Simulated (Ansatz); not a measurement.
# H6N2: the cost of one run

Computed with Ansatz 0.2.0, Gaussian basis. Level: PBE-D4/def2-SVP.

### 1 Where the work starts

The start, a pair relaxed at PBE0-D4: SMILES `N.N`, 8 atoms, charge 0, spin multiplicity 1.

Atoms are counted from 1 here; the program's logs count them from 0.

Bond lengths: N1–H2 1.013 Å, N1–H3 1.019 Å, N1–H4 1.013 Å, N5–H6 1.013 Å, N5–H7 1.013 Å, N5–H8 1.013 Å. Angles: H2–N1–H3 107.3°, H2–N1–H4 106.6°, H3–N1–H4 107.3°, H6–N5–H7 107.3°, H6–N5–H8 107.3°, H7–N5–H8 107.3°.

As a file:

```
N     0.2772   -0.0227   -1.7421
H    -0.0301   -0.8945   -2.1559
H    -0.0209   -0.0281   -0.7678
H    -0.2342    0.7159   -2.2095
N    -0.0788    0.0383    1.4519
H    -0.3169   -0.7961    1.9738
H     0.9230    0.1663    1.5298
H    -0.5193    0.8209    1.9196
```

### 2 Dynamics

File md/in.yaml:

```yaml
crystal:
  periodic: [false, false, false]
  atoms:
    - {symbol: N, position_ang: [0.277188, -0.022749, -1.742056]}
    - {symbol: H, position_ang: [-0.030148, -0.894482, -2.155904]}
    - {symbol: H, position_ang: [-0.020901, -0.028115, -0.767761]}
    - {symbol: H, position_ang: [-0.234225, 0.715871, -2.209518]}
    - {symbol: N, position_ang: [-0.078835, 0.038270, 1.451928]}
    - {symbol: H, position_ang: [-0.316867, -0.796076, 1.973846]}
    - {symbol: H, position_ang: [0.923048, 0.166299, 1.529823]}
    - {symbol: H, position_ang: [-0.519259, 0.820881, 1.919643]}
basis:
  gaussian: {orbitals: def2-SVP}
hamiltonian: {xc: pbe, dispersion: d4}
md: {n_steps: 30, timestep: 0.5, temperature: 1500, ensemble: nve, seed: 949, initial_velocities: maxwell_boltzmann}
```

Launch:

```sh
$ ansatz run in.yaml --threads 2 --pin off --events-out ev --progress --plain --max-ram 5222MiB
```

**Question.** How long does this run take on 2 threads of Arm Neoverse V2, shared host?

About 14 s.
